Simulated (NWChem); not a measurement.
## Total energies of methane (CH$_{4}$)

SMILES: C
```xyz
5

C      0.0000     0.0000     0.0000
H      0.0000     0.8966     0.6340
H      0.0000    -0.8966     0.6340
H     -0.8966     0.0000    -0.6340
H      0.8966     0.0000    -0.6340
```
Charge 0, spin multiplicity 1.

The numbers come from NWChem runs, not from measurements. Structure: optimised with PBE0/def2-SVP, a minimum by its harmonic frequencies.

Basis set: 6-31G* (22 functions).

```csv
method,total energy (Ha)
RHF,-40.19428
MP2,-40.33110
B2PLYP,-40.44784
PBE,-40.44373
B3LYP,-40.51760
BHandHLYP,-40.48216
CCSD(T),-40.35469
```

Total energies of different functionals aren't comparable as a measure of quality: only differences taken within one method are. 

The correlated methods keep 1 core orbital frozen. B3LYP has NWChem's definition, with VWN1-RPA local correlation. The Pople sets run with spherical d functions. Coupled-cluster values serve here as a point of comparison, not as the truth.
